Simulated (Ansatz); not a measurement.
Start from `OC1(F)C=C1` and change one atom or group to get `NC1(O)C=C1`.

Ansatz, PBE0-D4/def2-TZVP geometries, multiplicity 1. Each molecule was computed in one conformer, which needn't be the lowest.

```json
{"property": "LUMO energy (PBE0/def2-TZVPP) / eV", "`OC1(F)C=C1`": "-0.38"}
{"property": "LUMO energy (B3LYP/def2-TZVPP) / eV", "`OC1(F)C=C1`": "-0.65"}
{"property": "ideal-gas entropy at 298 K and 1 bar (rigid rotor, harmonic PBE0-D4/def2-TZVP) / J/(mol·K)", "`OC1(F)C=C1`": "292"}
{"property": "size of the dipole moment (ωB97M-V/def2-TZVPP) / D", "`OC1(F)C=C1`": "1.78"}
{"property": "HOMO–LUMO gap (PBE0/def2-TZVPP) / eV", "`OC1(F)C=C1`": "7.47"}
{"property": "HOMO–LUMO gap (PBE/def2-TZVPP) / eV", "`OC1(F)C=C1`": "4.86"}
```

(1) What does the change do to each property? (Best estimate.)

Results:

(1) Ansatz gave: 
| property | `NC1(O)C=C1` | shift |
| --- | --- | --- |
| LUMO energy (PBE0/def2-TZVPP) / eV | 0.01 | 0.39 |
| LUMO energy (B3LYP/def2-TZVPP) / eV | -0.26 | 0.39 |
| ideal-gas entropy at 298 K and 1 bar (rigid rotor, harmonic PBE0-D4/def2-TZVP) / J/(mol·K) | 297 | 5 |
| size of the dipole moment (ωB97M-V/def2-TZVPP) / D | 1.77 | -0.01 |
| HOMO–LUMO gap (PBE0/def2-TZVPP) / eV | 6.64 | -0.83 |
| HOMO–LUMO gap (PBE/def2-TZVPP) / eV | 4.18 | -0.68 |

With PBE0 the HOMO rises by 1.22 eV and the LUMO rises by 0.39 eV, so the gap narrows by about 0.83 eV. PBE moves the HOMO by 1.07 eV and ωB97M-V by 1.24 eV. The zero-point energy changes by 65.8 kJ/mol with +6 modes. Dipoles are sizes alone; their direction can turn.

B3LYP here is the variant with VWN-RPA as its local correlation; programs differ in this.
